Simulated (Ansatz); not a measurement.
Forces on a displaced structure

CH$_{4}$AlCl, singlet, at a displaced guess of a reacting structure.

Al1  (0.343, -1.628, 0.133)
C2  (0.174, 0.630, -0.466)
H3  (-0.991, -0.244, -0.666)
Cl4  (-0.645, -1.570, 1.969)
H5  (0.758, 0.345, -1.295)
H6  (0.446, 0.486, 0.592)
H7  (-0.070, 1.732, -0.631)
(Å)

Ansatz 0.2.0; basis: def2-TZVPP; cores frozen in the correlated methods.

CCSD(T) forces from the calculation:
```tsv
atom	Fx	Fy	Fz (eV/Å)
Al1	0.930	-1.802	-0.905
C2	-4.529	0.613	-0.297
H3	2.961	2.903	0.514
Cl4	-0.671	0.166	1.266
H5	1.221	-0.618	-0.426
H6	0.324	0.012	-0.576
H7	-0.236	-1.274	0.424
```

Root-mean-square difference of the force components from those of CCSD(T): PBE0-D4 0.059; wB97M-V 0.065; r2SCAN-D4 0.102; PBE-D4 0.160; r2SCANh-D4 0.091; BHLYP-D4 0.143 eV/Å.

The T1 diagnostic stays at or below 0.014. The restricted Hartree–Fock reference is unstable towards an unrestricted one here.

For scale, one of the runs: CCSD(T)/def2-TZVPP forces, 171 basis functions (an equivalent command: `ansatz run in.yaml --threads 4`). Hardware: 4 CPU threads, shared host. Wall time 67 s; peak host memory 2.6 GiB.
